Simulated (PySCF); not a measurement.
**triplet BF at 6 levels**

We compute a comparison of 6 runs (UB2PLYP/STO-3G, UPBE/STO-3G, NEVPT2(4,4)/STO-3G, UCISD/STO-3G, ROCCSD(T)/STO-3G, UCCSD(T)/STO-3G) of triplet BF. Input form: a Python script.

Program for the calculation: PySCF 2.14.0.

33 further runs of the same task are left out: 6 that didn't finish, 27 set aside as unsound or not needed.

## 1. The molecule

BF has 2 atoms, charge 0, and is taken as a triplet. SMILES of the parent species: `[B]F`. Geometry: relaxed at PBE0-D4/def2-TZVP. That shape belongs to the parent species and isn't relaxed for this state.

Bond lengths: B1–F2 1.263 Å.

## 2. The energy at UB2PLYP/STO-3G (run 1)

File mol.xyz:

```xyz
2

B      0.000000     0.000000    -0.009350
F      0.000000     0.000000     1.253740
```

File input.py:

```python
from pyscf import gto, dft, mp

mol = gto.Mole()
mol.atom = 'mol.xyz'
mol.max_memory = 1860
mol.basis = 'sto-3g'
mol.verbose = 4
mol.charge = 0
mol.spin = 2
mol.build()

mf = dft.UKS(mol)
mf.xc = '0.53*HF + 0.47*B88, 0.73*LYP'
mf.grids.level = 5
mf.conv_tol = 1e-10
mf.kernel()
if not mf.converged:
    mf = mf.newton().run(mf.mo_coeff, mf.mo_occ)

pt = mp.MP2(mf, frozen=2).run()
energy = mf.e_tot + 0.27 * pt.e_corr
print('PT2 part  %.8f' % (0.27 * pt.e_corr))
print('E = %.10f Eh' % energy)
```

Run with:

```sh
$ OMP_NUM_THREADS=1 python input.py
```

Output:

```text
PySCF version 2.14.0

[INPUT] num. atoms = 2
[INPUT] num. electrons = 14
[INPUT] charge = 0
[INPUT] spin (= nelec alpha-beta = 2S) = 2
[INPUT] symmetry False subgroup None
[INPUT] Mole.unit = angstrom
[INPUT] Symbol           X                Y                Z      unit          X                Y                Z       unit  Magmom
[INPUT]  1 B      0.000000000000   0.000000000000  -0.009350000000 AA    0.000000000000   0.000000000000  -0.017668939265 Bohr   0.0
[INPUT]  2 F      0.000000000000   0.000000000000   1.253740000000 AA    0.000000000000   0.000000000000   2.369225231412 Bohr   0.0

nuclear repulsion = 18.8529514851673
number of shells = 6
number of NR pGTOs = 30
number of NR cGTOs = 10
basis = sto-3g
ecp = {}

[... 34 lines left out ...]
[... the frontier-level lines of each cycle are left out ...]
[... 3 lines left out ...]
[... 38 lines left out ...]
converged SCF energy = -122.586237189221  <S^2> = 2.0052397  2S+1 = 3.0034911
[... 1 line left out ...]
******** <class 'pyscf.mp.ump2.UMP2'> ********
nocc = (np.int64(6), np.int64(4)), nmo = (8, 8)
frozen orbitals 2
E(UMP2) = -122.644636960253  E_corr = -0.0583997710322505
E(SCS-UMP2) = -122.643767413673  E_corr = -0.0575302244518106
E_corr(same-spin) = -0.0144801932156424
E_corr(oppo-spin) = -0.0439195778166082
PT2 part  -0.01576794
E = -122.6020051274 Eh
```

It took 1.9 s on 1 thread of Intel Xeon Platinum 8375C at 2.90GHz (Ice Lake), shared host; peak memory 0.15 GiB.

## 3. A single-point energy at UPBE/STO-3G (run 2)

File run.py:

```python
from pyscf import gto, dft

mol = gto.Mole()
mol.atom = [
    ('B', (0.000000, -0.000000, -0.009350)),
    ('F', (-0.000000, 0.000000, 1.253740)),
]
mol.max_memory = 1860
mol.verbose = 4
mol.spin = 2
mol.basis = 'sto-3g'
mol.build()

myscf = dft.UKS(mol, xc='pbe')
myscf.grids.level = 5
myscf.conv_tol = 1e-10
myscf.kernel()
if not myscf.converged:
    myscf = myscf.newton().run(myscf.mo_coeff, myscf.mo_occ)

e_tot = myscf.e_tot
print('E(%s) = %.9f' % ('PBE', e_tot))
```

Run with:

```sh
$ OMP_NUM_THREADS=1 python run.py
```

Output:

```text
PySCF version 2.14.0

[INPUT] num. atoms = 2
[INPUT] num. electrons = 14
[INPUT] charge = 0
[INPUT] spin (= nelec alpha-beta = 2S) = 2
[INPUT] symmetry False subgroup None
[INPUT] Mole.unit = angstrom
[INPUT] Symbol           X                Y                Z      unit          X                Y                Z       unit  Magmom
[INPUT]  1 B      0.000000000000   0.000000000000  -0.009350000000 AA    0.000000000000   0.000000000000  -0.017668939265 Bohr   0.0
[INPUT]  2 F      0.000000000000   0.000000000000   1.253740000000 AA    0.000000000000   0.000000000000   2.369225231412 Bohr   0.0

nuclear repulsion = 18.8529514851673
number of shells = 6
number of NR pGTOs = 30
number of NR cGTOs = 10
basis = sto-3g
ecp = {}

[... 35 lines left out ...]
[... the frontier-level lines of each cycle are left out ...]
[... 3 lines left out ...]
[... 5 lines left out ...]
[... 5 lines left out ...]
[... 5 lines left out ...]
[... 5 lines left out ...]
[... 5 lines left out ...]
[... 1 line left out ...]
cycle= 6 E= -122.60472497856  delta_E= -8.13e-08  |g|= 4.96e-05  |ddm|= 0.000648


cycle= 7 E= -122.604724980245  delta_E= -1.68e-09  |g|= 5.5e-07  |ddm|= 5.9e-05


cycle= 8 E= -122.604724980246  delta_E= -1.28e-12  |g|= 1.07e-07  |ddm|= 1.17e-05


Extra cycle  E= -122.604724980247  delta_E= -7.67e-13  |g|= 1.36e-07  |ddm|= 1.09e-05
converged SCF energy = -122.604724980247  <S^2> = 2.0070206  2S+1 = 3.0046767
E(PBE) = -122.604724980
```

Run time: 1.9 s. Hardware: 1 thread of Intel Xeon Platinum 8375C at 2.90GHz (Ice Lake), shared host; peak memory 0.16 GiB.

## 4. A single-point energy at NEVPT2(4,4)/STO-3G (run 3)

File run.py:

```python
import numpy
from pyscf import gto, scf, mp, mcscf, mrpt

mol = gto.M(
    atom='''
B      0.000000     0.000000    -0.017669
F      0.000000     0.000000     2.369225
''',
    verbose=4,
    spin=2,
    unit='bohr',
    basis='sto-3g',
    max_memory=1860,
    charge=0,
)

mf = mol.ROHF()
mf.conv_tol = 1e-10
mf.kernel()
if not mf.converged:
    mf = mf.newton().run(mf.mo_coeff, mf.mo_occ)

pt = mp.MP2(scf.addons.convert_to_uhf(mf)).run()
noons, natorbs = mcscf.addons.make_natural_orbitals(pt)
print('natural occupations', numpy.round(noons[:40], 4))
cas = mcscf.CASSCF(mf, 4, 4)
cas.fix_spin_(ss=2.0)
cas.natorb = True
cas.kernel(natorbs)
e_pt2 = mrpt.NEVPT(cas).kernel()
etot = cas.e_tot + e_pt2
print('Final energy', etot)
```

Run with:

```sh
$ OMP_NUM_THREADS=1 python run.py
```

Output:

```text
PySCF version 2.14.0

[INPUT] num. atoms = 2
[INPUT] num. electrons = 14
[INPUT] charge = 0
[INPUT] spin (= nelec alpha-beta = 2S) = 2
[INPUT] symmetry False subgroup None
[INPUT] Mole.unit = bohr
[INPUT] Symbol           X                Y                Z      unit          X                Y                Z       unit  Magmom
[INPUT]  1 B      0.000000000000   0.000000000000  -0.009350032140 AA    0.000000000000   0.000000000000  -0.017669000000 Bohr   0.0
[INPUT]  2 F      0.000000000000   0.000000000000   1.253739877542 AA    0.000000000000   0.000000000000   2.369225000000 Bohr   0.0

nuclear repulsion = 18.8529528332636
number of shells = 6
number of NR pGTOs = 30
number of NR cGTOs = 10
basis = sto-3g
ecp = {}

[... 37 lines left out ...]
converged SCF energy = -122.263243926455
[... 31 lines left out ...]
sorting_mo_energy = False
[... 18 lines left out ...]
1-step CASSCF converged in   2 macro ( 12 JK   5 micro) steps
[... 2 lines left out ...]
Natural orbital (expansion on meta-Lowdin AOs) in CAS space
[... 12 lines left out ...]
CASSCF energy = -122.272710298265
[... 6 lines left out ...]
Natural orbital (expansion on meta-Lowdin AOs) in CAS space
[... 20 lines left out ...]
Nevpt2 Energy = -0.034822303937591
Final energy -122.30753260220258
```

It took 0.76 s on 1 thread of Intel Xeon Platinum 8375C at 2.90GHz (Ice Lake), shared host; peak memory 0.12 GiB.

Runs 4 to 5 aren't shown in full; the table further down has their settings and results.

## 5. A single-point energy at UCCSD(T)/STO-3G (run 6)

File job.py:

```python
from pyscf import gto, scf, cc

mol = gto.M(
    atom='''
B      0.000000     0.000000    -0.017669
F      0.000000     0.000000     2.369225
''',
    verbose=3,
    unit='bohr',
    basis='sto-3g',
    spin=2,
    max_memory=1860,
)

mf = scf.UHF(mol)
mf.conv_tol = 1e-10
mf.kernel()
if not mf.converged:
    mf = mf.newton().run(mf.mo_coeff, mf.mo_occ)

mycc = cc.CCSD(mf, frozen=2)
mycc.kernel()
e_t = mycc.ccsd_t()
etot = mycc.e_tot + e_t
print('E = %.10f Eh' % etot)
```

Run with:

```sh
$ OMP_NUM_THREADS=1 python job.py
```

Output:

```text
WARN: HOMO 0.216087124996896 >= LUMO -0.220071361834484

converged SCF energy = -122.264773445784  <S^2> = 2.0100484  2S+1 = 3.0066915
E(UCCSD) = -122.3107909779886  E_corr = -0.04601753220470603
UCCSD(T) correction = -0.00392195479371526
E = -122.3147129328 Eh
```

Wall time 0.71 s (1 thread of Intel Xeon Platinum 8375C at 2.90GHz (Ice Lake), shared host); peak memory 0.1 GiB.

## 6. Overview of the runs

| run | level | frozen core orbitals | integration grid | energy (Eh) | dipole moment (D) of the reference | ⟨S²⟩ | wall time |
| --- | --- | --- | --- | --- | --- | --- | --- |
| 1 | UB2PLYP/STO-3G | 2 | 5 | -122.602005 | 0.37 | 2.005 | 1.9 s |
| 2 | UPBE/STO-3G | – | 5 | -122.604725 | 0.05 | 2.007 | 1.9 s |
| 3 | NEVPT2(4,4)/STO-3G | – | – | -122.307533 | 0.74 | – | 0.76 s |
| 4 | UCISD/STO-3G | 2 | – | -122.311463 | 0.71 | 2.010 | 0.62 s |
| 5 | ROCCSD(T)/STO-3G | 2 | – | -122.314725 | 0.74 | 2.000 | 0.7 s |
| 6 | UCCSD(T)/STO-3G | 2 | – | -122.314713 | 0.71 | 2.010 | 0.71 s |

## 7. What came out

| quantity | value |
| --- | --- |
| run 6: total energy | -122.31471 Eh |
| run 6: dipole moment (Hartree–Fock density) | 0.71 D |
| run 6: HOMO energy (Hartree–Fock orbitals) (highest over α and β) | -4.71 eV |
| run 6: LUMO energy (Hartree–Fock orbitals) (lowest over α and β) | 6.75 eV |
| run 6: correlation energy (2 core orbitals frozen) | -49.9 mEh |
| run 6: (T) correction | -3.92 mEh |
| run 6: ⟨S²⟩ of the reference determinant | 2.010 |
| run 6: T1 diagnostic | 0.021 |

**Reading.** Totals of different functionals can't be ranked against each other. In runs 1, 2, 3, 4, 5, 6 the basis is minimal, so the values are rough. All runs together took 6.6 s, the longest 1.9 s.
